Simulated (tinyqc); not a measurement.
Inside a calculation. Method: UHF in the sto-3g basis, for H2F+, spin multiplicity 1. One step of it, computed by the program tinyqc.

Problem. Iteration 10 (converged): orbitals. Diagonalise F' = X^T F X, C = X C', fill 5 alpha and 5 beta electrons from the bottom; D(s) = C_occ C_occ^T. Each column has its largest component positive (the first on a tie).

converged F(alpha) (hartree), lower triangle:
```
             1F 1s      1F 2s     1F 2px     1F 2py     1F 2pz      2H 1s      3H 1s
1F 1s   -26.523624
1F 2s    -6.765527  -3.537848
1F 2px    0.000000  -0.000003  -0.967002
1F 2py    0.000000   0.000000   0.000000  -0.852156
1F 2pz   -0.018361  -0.067738  -0.000005   0.000000  -0.905348
2H 1s    -0.796150  -0.882968   0.000003  -0.463508  -0.306516  -0.658876
3H 1s    -0.796150  -0.882968   0.000003   0.463508  -0.306516  -0.191641  -0.658876
```

converged F(beta) (hartree), lower triangle:
```
             1F 1s      1F 2s     1F 2px     1F 2py     1F 2pz      2H 1s      3H 1s
1F 1s   -26.523624
1F 2s    -6.765527  -3.537848
1F 2px    0.000000   0.000003  -0.967002
1F 2py    0.000000   0.000000   0.000000  -0.852156
1F 2pz   -0.018361  -0.067738   0.000005   0.000000  -0.905348
2H 1s    -0.796150  -0.882968  -0.000003  -0.463508  -0.306516  -0.658876
3H 1s    -0.796150  -0.882968  -0.000003   0.463508  -0.306516  -0.191641  -0.658876
```

X, lower triangle:
```
            1F 1s      1F 2s    1F 2px     1F 2py     1F 2pz      2H 1s     3H 1s
1F 1s    1.023277
1F 2s   -0.132046   1.099186
1F 2px   0.000000   0.000000  1.000000
1F 2py   0.000000   0.000000  0.000000   1.046252
1F 2pz  -0.003561   0.031874  0.000000   0.000000   1.013192
2H 1s    0.015071  -0.162789  0.000000  -0.133510  -0.067649   1.070567
3H 1s    0.015071  -0.162789  0.000000   0.133510  -0.067649  -0.043651  1.070567
```

Give: F' = X^T F X; orbital energies; coefficients C; F' = X^T F X; orbital energies; coefficients C; D(alpha) after iteration 10; D(beta) after iteration 10.

Solution.

F' = X^T F X (alpha) (hartree), lower triangle:
```
          1        2        3        4        5        6        7
1  -26.0485
2   -3.4255  -2.2537
3    0.0000   0.0000  -0.9670
4    0.0000   0.0000   0.0000  -0.6905
5   -0.0331   0.0253   0.0000   0.0000  -0.8529
6   -0.0686  -0.3707   0.0000  -0.3683  -0.2208  -0.3748
7   -0.0686  -0.3707   0.0000   0.3683  -0.2208  -0.0402  -0.3748
```

orbital energies (alpha) (hartree): MO1 -26.5330, MO2 -1.9428, MO3 -1.0630, MO4 -0.9757, MO5 -0.9670, MO6 -0.1186, MO7 0.0379

coefficients C (alpha):
```
            MO1      MO2      MO3      MO4      MO5      MO6      MO7
1F 1s    0.9949  -0.2537   0.0000   0.0514   0.0000   0.0906   0.0000
1F 2s    0.0215   0.9710   0.0000  -0.2548   0.0001  -0.5210   0.0000
1F 2px   0.0000   0.0000   0.0000   0.0003   1.0000   0.0000   0.0000
1F 2py   0.0000   0.0000   0.7412   0.0000   0.0000   0.0000   0.7622
1F 2pz   0.0015   0.0675   0.0000   0.8936  -0.0003  -0.4834   0.0000
2H 1s   -0.0032   0.0779   0.3497   0.2182  -0.0001   0.7105  -0.7185
3H 1s   -0.0032   0.0779  -0.3497   0.2182  -0.0001   0.7105   0.7185
```

F' = X^T F X (beta) (hartree), lower triangle:
```
          1        2        3        4        5        6        7
1  -26.0485
2   -3.4255  -2.2537
3    0.0000   0.0000  -0.9670
4    0.0000   0.0000   0.0000  -0.6905
5   -0.0331   0.0253   0.0000   0.0000  -0.8529
6   -0.0686  -0.3707   0.0000  -0.3683  -0.2208  -0.3748
7   -0.0686  -0.3707   0.0000   0.3683  -0.2208  -0.0402  -0.3748
```

orbital energies (beta) (hartree): MO1 -26.5330, MO2 -1.9428, MO3 -1.0630, MO4 -0.9757, MO5 -0.9670, MO6 -0.1186, MO7 0.0379

coefficients C (beta):
```
            MO1      MO2      MO3      MO4      MO5      MO6      MO7
1F 1s    0.9949  -0.2537   0.0000   0.0514   0.0000   0.0906   0.0000
1F 2s    0.0215   0.9710   0.0000  -0.2548  -0.0001  -0.5210   0.0000
1F 2px   0.0000   0.0000   0.0000  -0.0003   1.0000   0.0000   0.0000
1F 2py   0.0000   0.0000   0.7412   0.0000   0.0000   0.0000   0.7622
1F 2pz   0.0015   0.0675   0.0000   0.8936   0.0003  -0.4834   0.0000
2H 1s   -0.0032   0.0779   0.3497   0.2182   0.0001   0.7105  -0.7185
3H 1s   -0.0032   0.0779  -0.3497   0.2182   0.0001   0.7105   0.7185
```

D(alpha) after iteration 10, lower triangle:
```
          1F 1s    1F 2s  1F 2px   1F 2py  1F 2pz    2H 1s   3H 1s
1F 1s    1.0568
1F 2s   -0.2381   1.0082
1F 2px   0.0000   0.0000  1.0000
1F 2py   0.0000   0.0000  0.0000   0.5494
1F 2pz   0.0303  -0.1621  0.0000   0.0000  0.8030
2H 1s   -0.0117   0.0200  0.0000   0.2592  0.2003   0.1760
3H 1s   -0.0117   0.0200  0.0000  -0.2592  0.2003  -0.0686  0.1760
```

D(beta) after iteration 10, lower triangle:
```
          1F 1s    1F 2s  1F 2px   1F 2py  1F 2pz    2H 1s   3H 1s
1F 1s    1.0568
1F 2s   -0.2381   1.0082
1F 2px   0.0000   0.0000  1.0000
1F 2py   0.0000   0.0000  0.0000   0.5494
1F 2pz   0.0303  -0.1621  0.0000   0.0000  0.8030
2H 1s   -0.0117   0.0200  0.0000   0.2592  0.2003   0.1760
3H 1s   -0.0117   0.0200  0.0000  -0.2592  0.2003  -0.0686  0.1760
```
